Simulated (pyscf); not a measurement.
## Multi-bond step: `[OH][SiH2][F]` + `[FH]` + `[FH]` → `[F][SiH2][F]` + `[OH2]` + `[FH]`

Gas phase, singlet surface, charge 0. Bonds broken: Si2–O3, H7–F8, H9–F10. Bonds formed: Si2–F8, O3–H9, H7–F10. Single points on ωB97X-D3(BJ)/def2-SVP structures (PySCF, gas phase).

Transition state (Å):

```xyz
10

F     -0.9235    -0.4049     1.8016
Si    -1.3943    -0.5482     0.2523
O     -0.9573     0.8609    -0.7682
H     -2.7941    -0.0089     0.3875
H     -1.6119    -1.8805    -0.3483
H     -1.6023     1.5790    -0.7666
H      1.0887    -0.0756    -0.4885
F      0.4582    -0.9515    -0.1146
H      0.1655     1.1033    -0.9395
F      1.3364     0.9537    -0.9233
```

One imaginary mode, 795i cm⁻¹; descent along it reached the two sides named, in the forms told below.

```
bond    change  reactant side (Å)  saddle  product side
------  ------  -----------------  ------  ------------
Si2–O3  breaks              1.691   1.794         2.522
H7–F8   breaks              0.943   1.142         1.691
H9–F10  breaks              0.958   1.181         1.830
Si2–F8   forms                2.8   1.931         1.651
O3–H9    forms              1.580   1.161         0.973
H7–F10   forms              1.623   1.145         0.938
```

Electronic energies relative to the separated reactants (eV):

| level | barrier | reaction energy | reverse barrier |
|---|---|---|---|
| ωB97X-D3(BJ)/def2-TZVP | -0.08 | -0.39 | 0.31 |
| PBE/def2-TZVP | -0.31 | -0.41 | 0.10 |
| r²SCAN/def2-TZVP | -0.33 | -0.42 | 0.09 |
| B3LYP-D3(BJ)/def2-TZVP | -0.13 | -0.41 | 0.28 |
| PBE0-D3(BJ)/def2-TZVP | -0.22 | -0.38 | 0.16 |
| M06-2X/def2-TZVP | -0.20 | -0.38 | 0.18 |
| ωB97M-D3(BJ)/def2-TZVP | -0.10 | -0.40 | 0.30 |
| HF/def2-TZVP | 0.87 | -0.44 | 1.31 |

With ωB97M-D3(BJ)/def2-TZVP energies and thermal terms (ideal gas, 1 atm, RRHO with modes under 100 cm⁻¹ raised to 100, one conformer, R ln 2 for rigid chiral ones), in eV:

```
T (K)    ΔH‡   ΔG‡     ΔH     ΔG
-----  -----  ----  -----  -----
298    -0.10  0.83  -0.38  -0.37
600    -0.12  1.78  -0.40  -0.35
900    -0.10  2.73  -0.43  -0.32
1200   -0.05  3.67  -0.44  -0.28
```

On the reactant side the descent ends in a bound adduct, 0.68 eV under the separated species and 0.60 eV under the saddle at ωB97X-D3(BJ)/def2-TZVP. On the product side the descent ends in a bound adduct (not fully relaxed), 0.50 eV under the separated species and 0.80 eV under the saddle at ωB97X-D3(BJ)/def2-TZVP. At ωB97X-D3(BJ), PBE, r²SCAN, B3LYP-D3(BJ), PBE0-D3(BJ), M06-2X, ωB97M-D3(BJ) the saddle lies under the separated reactants, which points to a path from their complex (located at ωB97X-D3(BJ) alone). This is the saddle that the search found; another between the same sides may lie lower.
